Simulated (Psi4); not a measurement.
**CH5FSi (SMILES C[SiH2]F) at PBE0/6-311+G(d,p)**

Aim: the vertical electron affinity of CH5FSi at PBE0/6-311+G**, from 2 runs. 

Program for the calculation: Psi4 1.11.

1 further run of the same task is left out (it didn't finish).

## Step 1: The molecule

CH5FSi has 8 atoms, charge 0, and is taken as a singlet. SMILES: `C[SiH2]F`. The coordinates come from a PBE0-D4/def2-TZVP relaxation.

Bond lengths: C1–Si2 1.853 Å, Si2–F3 1.604 Å, C1–H4 1.092 Å, C1–H5 1.094 Å, C1–H6 1.092 Å, Si2–H7 1.485 Å, Si2–H8 1.485 Å. Some angles: C1–Si2–F3 109.4°, C1–Si2–H7 111.5°, C1–Si2–H8 111.5°, F3–Si2–H7 107.3°, F3–Si2–H8 107.3°, Si2–C1–H4 111.0°, Si2–C1–H5 110.1°, Si2–C1–H6 111.1°, H7–Si2–H8 109.7°, H4–C1–H5 108.1°.

## Step 2: Energy and gradient at PBE0/6-311+G(d,p)

The input, ch5fsi_ase.py:

```python
import numpy as np
from ase.calculators.psi4 import Psi4
from ase import Atoms

atoms = Atoms(['C', 'Si', 'F', 'H', 'H', 'H', 'H', 'H'], positions=[
    [-0.521400, 0.700300, -0.437000],
    [0.448400, -0.642000, 0.395200],
    [1.946500, -0.649600, -0.178800],
    [-0.562400, 0.542500, -1.517100],
    [-1.546700, 0.713200, -0.056500],
    [-0.077200, 1.680300, -0.248400],
    [0.538700, -0.420800, 1.860700],
    [-0.133700, -1.981200, 0.126000],
])
calc = Psi4(atoms=atoms, method='pbe0', basis='6-311+G**', memory='1600MB', num_threads=1, charge=0, multiplicity=1, label='psi4-calc')
calc.psi4.set_options({'puream': True, 'e_convergence': 1e-09, 'd_convergence': 1e-08, 'scf_type': 'pk', 'dft_radial_points': 99, 'dft_spherical_points': 590})
atoms.calc = calc

forces = atoms.get_forces()
print(f'energy: {atoms.get_potential_energy():.6f} eV')
print('forces / eV A^-1')
print(np.round(forces, 5))
```

Started as:

```sh
$ python ch5fsi_ase.py
```

psi4-calc.dat:

```text
[...]
  Running in c1 symmetry.
[...]
  Nuclear repulsion =  115.959115419017664
[...]
  Multiplicity = 1
[...]
  Nalpha       = 17
  Nbeta        = 17
[...]
    Number of basis functions: 104
[...]
   @RKS iter   1:  -430.01555694846923   -3.25073e-01   7.71764e-03 DIIS/ADIIS
[...]
   @RKS iter  10:  -430.28886645043337   -1.11413e-11   8.61696e-09 DIIS
[...]
    Orbital Energies [Eh]
    ---------------------
    Doubly Occupied:
       1A    -66.270553     2A    -24.750069     3A    -10.217336
       4A     -5.355932     5A     -3.692835     6A     -3.688822
       7A     -3.688379     8A     -1.214816     9A     -0.737457
      10A     -0.563345    11A     -0.469761    12A     -0.464609
      13A     -0.450983    14A     -0.428913    15A     -0.422457
      16A     -0.345239    17A     -0.342465
[...]
  @RKS Final Energy:  -430.28886645043337
   => Energetics <=
    Nuclear Repulsion Energy =            115.9591154190176638
    One-Electron Energy =                -825.6034677111649671
    Two-Electron Energy =                 308.4757128188836646
    DFT Exchange-Correlation Energy =     -29.1202269771696898
    Empirical Dispersion Energy =           0.0000000000000000
    VV10 Nonlocal Energy =                  0.0000000000000000
    Total Energy =                       -430.2888664504333747
[...]
 Multipole Moments:
 ------------------------------------------------------------------------------------
     Multipole            Electronic (a.u.)      Nuclear  (a.u.)        Total (a.u.)
 ------------------------------------------------------------------------------------
 L = 1.  Multiply by 2.5417464519 to convert [e a0] to [Debye]
 Dipole X            :          5.2028863           -5.9361325           -0.7332463
 Dipole Y            :         -2.1126783            2.3560107            0.2433324
 Dipole Z            :         -0.1143336            0.1798230            0.0654894
 Magnitude           :                                                    0.7753384
[...]
  -Total Gradient:
     Atom            X                  Y                   Z
    ------   -----------------  -----------------  -----------------
       1       -0.000151912121    -0.000454698897     0.000413412377
       2        0.013785545935     0.000941604357    -0.006162634836
       3       -0.014438934464     0.000058601120     0.005527174635
       4        0.000230699355    -0.000127654628     0.000723212151
       5        0.000774174667    -0.000162466668    -0.000156272954
       6       -0.000039802284    -0.000734622109     0.000023475488
       7       -0.000288182395    -0.000205837694    -0.000664678045
       8        0.000088108568     0.000685150253     0.000311866366
[...]
```

The script printed:

```text
energy: -11708.756447 eV
forces / eV A^-1
[[ 0.00781  0.02338 -0.02126]
 [-0.70888 -0.04842  0.3169 ]
 [ 0.74248 -0.00301 -0.28422]
 [-0.01186  0.00656 -0.03719]
 [-0.03981  0.00835  0.00804]
 [ 0.00205  0.03778 -0.00121]
 [ 0.01482  0.01058  0.03418]
 [-0.00453 -0.03523 -0.01604]]
```

Run time: 17 s. Hardware: 1 thread of Intel Xeon 6975P-C (Granite Rapids), shared host; peak memory 0.69 GiB.

## Step 3: The doublet anion: a single-point energy at UPBE0/6-311+G(d,p)

The input, job.inp:

```
memory 1.6 GB

molecule m {
  -1 2
  C
  Si 1 1.853332
  F 2 1.604318 1 109.35404
  H 1 1.092336 2 111.03954 3 60.14299
  H 1 1.093703 4 108.09061 2 -120.80531
  H 1 1.092375 4 108.39584 5 -116.93274
  H 2 1.484848 3 107.27991 1 -121.11481
  H 2 1.484845 7 109.70248 3 116.21273
  units angstrom
  symmetry c1
  no_reorient
  no_com
}

set globals {
  reference uks
  puream true
  e_convergence 1e-09
  d_convergence 1e-08
  scf_type pk
  dft_radial_points 99
  dft_spherical_points 590
  maxiter 200
}

e, wfn = energy('pbe0/6-311+G**', return_wfn=True)
print_variables()
```

Started as:

```sh
$ psi4 -i job.inp -o job.out -n 1
```

job.out:

```text
[...]
  Running in c1 symmetry.
[...]
  Nuclear repulsion =  115.959122124833655
[...]
  Multiplicity = 2
[...]
  Nalpha       = 18
  Nbeta        = 17
[...]
    Number of basis functions: 104
[...]
   @UKS iter   1:  -429.81505773269572   -1.24576e-01   8.69946e-03 ADIIS/DIIS
[...]
   @UKS iter  19:  -430.25179452213825   -2.50111e-12   3.70439e-09 DIIS
[...]
   @S^2 Observed:                7.501806417E-01
[...]
    Orbital Energies [Eh]
    ---------------------
    Alpha Occupied:
       1A    -66.122638     2A    -24.615360     3A    -10.058749
       4A     -5.208181     5A     -3.545323     6A     -3.541134
       7A     -3.540270     8A     -1.081216     9A     -0.582001
      10A     -0.424204    11A     -0.331024    12A     -0.328148
      13A     -0.312286    14A     -0.276938    15A     -0.267417
      16A     -0.200633    17A     -0.193320    18A      0.074841
    Alpha Virtual:
      19A      0.116701    20A      0.126599    21A      0.127823
      22A      0.159437    23A      0.171302    24A      0.178496
      25A      0.200648    26A      0.222387    27A      0.233211
[...]
  @UKS Final Energy:  -430.25179452213825
   => Energetics <=
    Nuclear Repulsion Energy =            115.9591221248336552
    One-Electron Energy =                -830.5158497565514608
    Two-Electron Energy =                 313.5045391234216368
    DFT Exchange-Correlation Energy =     -29.1996060138421250
    Empirical Dispersion Energy =           0.0000000000000000
    VV10 Nonlocal Energy =                  0.0000000000000000
    Total Energy =                       -430.2517945221382547
[...]
 Multipole Moments:
 ------------------------------------------------------------------------------------
     Multipole            Electronic (a.u.)      Nuclear  (a.u.)        Total (a.u.)
 ------------------------------------------------------------------------------------
 L = 1.  Multiply by 2.5417464519 to convert [e a0] to [Debye]
 Dipole X            :          0.0002655           -0.0007644           -0.0004990
 Dipole Y            :         -6.2210001            4.2930627           -1.9279374
 Dipole Z            :          6.6176178           -4.7318495            1.8857683
 Magnitude           :                                                    2.6968621
[...]
```

Run time: 32 s. Hardware: 1 thread of Intel Xeon 6975P-C (Granite Rapids), shared host; peak memory 0.67 GiB.

## Step 4: Results

Level: PBE0/6-311+G**.

| quantity | value |
| --- | --- |
| singlet CH5FSi: total energy | -430.28887 Eh |
| singlet CH5FSi: dipole moment | 1.97 D |
| singlet CH5FSi: HOMO energy | -9.32 eV |
| singlet CH5FSi: LUMO energy | 0.11 eV |
| singlet CH5FSi: HOMO–LUMO gap | 9.43 eV |
| singlet CH5FSi: largest force on an atom | 0.795 eV/Å |
| doublet anion: total energy | -430.25179 Eh |
| doublet anion: HOMO energy (highest over α and β) | 2.04 eV |
| doublet anion: LUMO energy (lowest over α and β) | 3.18 eV |
| doublet anion: ⟨S²⟩ | 0.750 |
| vertical electron affinity (to the doublet anion) | -1.009 eV |

In words: The anion lies 1.01 eV (23 kcal/mol) above the neutral: the electron isn't bound at this level, and such a value depends on the basis. The largest force (singlet CH5FSi) is 0.80 eV/Å: the shape isn't a stationary point for this species at this level. The HOMO (doublet anion) lies at positive energy, 2.04 eV; only total energies tell whether the electron is bound.
